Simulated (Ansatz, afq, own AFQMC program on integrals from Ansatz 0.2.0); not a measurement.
**Where AFQMC and coupled cluster stand for Se, triplet**

A free Se atom.

Basis def2-SVP. Noble-gas cores (and the filled d shells of Ga–Kr and In–Xe) are frozen. AFQMC by an in-house program on the Cholesky factors that Ansatz 0.2.0 writes for its CCSD(T) run. The CISD trial takes its coefficients from CCSD amplitudes. Released means that phaseless walkers are propagated on without the constraint, phases kept. Free AFQMC starts from the CCSD state and is never constrained. Its projection time is finite, and what remains of the start isn't in its error. Uncertainties: one standard error, sampling alone. No spin–orbit coupling.

Determinant: UHF, the one that the program's search chose, which needn't be the lowest solution.

Full CI on the same integrals is exact in this basis and with this determinant's frozen core.

Cautions: no relativity below Rb; no spin-orbit coupling; inner d shell frozen; the ph-AFQMC/CISD walk drifts between its halves (2.1 errors).

The T1 diagnostic is 0.0068 and the weight of the determinant in the CISD state is 0.950. The ⟨S²⟩ of the determinant is 2.007 and the size of the correlated space is 6 electrons in 18 orbitals.

```csv
level,correlation energy (eV)
MP2,-2.0235
CCSD,-2.4613
CCSD(T),-2.4939
```

Q: Estimate where full CI lies against CCSD(T) on the same integrals.

A: 0.9 kJ/mol below CCSD(T).

Reference: full CI, correlation energy -2.503 eV. The released energy is read at 1.50 1/Eh (meV from the phaseless value at times in 1/Eh: 0.8 ± 0.6 at 0.24, 0.8 ± 0.5 at 0.50, -1.4 ± 0.4 at 1.00, -1.2 ± 0.5 at 1.50).

```tsv
level	E − E(reference) (kJ/mol)	share of correlation (%)
CCSD(T)	0.9	99.63
CCSDT	0.3	99.90
CCSDT(Q)	0.0	99.98
CCSDTQ	0.0	100.00
ph-AFQMC/HF	3.7 ± 1.1	98.48
ph-AFQMC/CISD	0.1 ± 0.1	99.95
released AFQMC	0.0 ± 0.04	100.00
free AFQMC	-0.1 ± 0.04	100.04
```

CCSDT and higher add their correlation energy to the determinant of the CCSD(T) run, since their own runs factorise the integrals more tightly (a shift of under 2 meV). Free projections are given only where their last times agree within the noise and don't stop above the reference; a slow remainder of the start can still hide under it. A walk keeps the symmetry of its determinant, which the program's search chose and which needn't be the lowest solution, so a lower state of the same spin and another symmetry isn't excluded. Released energies are given only where the last usable release times agree within the noise; a slower fall can still hide under it.
